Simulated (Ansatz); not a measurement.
# Si2H6O (disiloxane): from two basis sets to a third

The species is Si2H6O (9 atoms), meant as a singlet with charge 0. As SMILES, `[SiH3]O[SiH3]`. The shape is that of a PBE0-D4/def2-TZVP optimisation.

MP2 correlation energies, 11 core orbitals frozen (Ansatz 0.2.0):

| basis | X | correlation energy (Eh) |
| --- | --- | --- |
| cc-pV(D+d)Z | 2 | -0.388622 |
| cc-pV(T+d)Z | 3 | -0.490817 |
| cc-pV(Q+d)Z | 4 | ? |

**Question.** Take E(X) = E∞ + A/X³, fix the two constants on the known rows and predict the third.

**Answer.** 
1. A = (-0.388622 − (-0.490817))/(1/8 − 1/27) = 1.16180 Eh.
2. E∞ = -0.490817 − 1.16180/27 = -0.533847 Eh.
3. X = 4: -0.533847 + 1.16180/64 = -0.515694 Eh.

The run gave -0.528722 Eh, so the prediction is off by +13.0 mEh, 34 % of the last step. The small sets lie short of the range where X⁻³ holds, so the true step is larger than predicted.
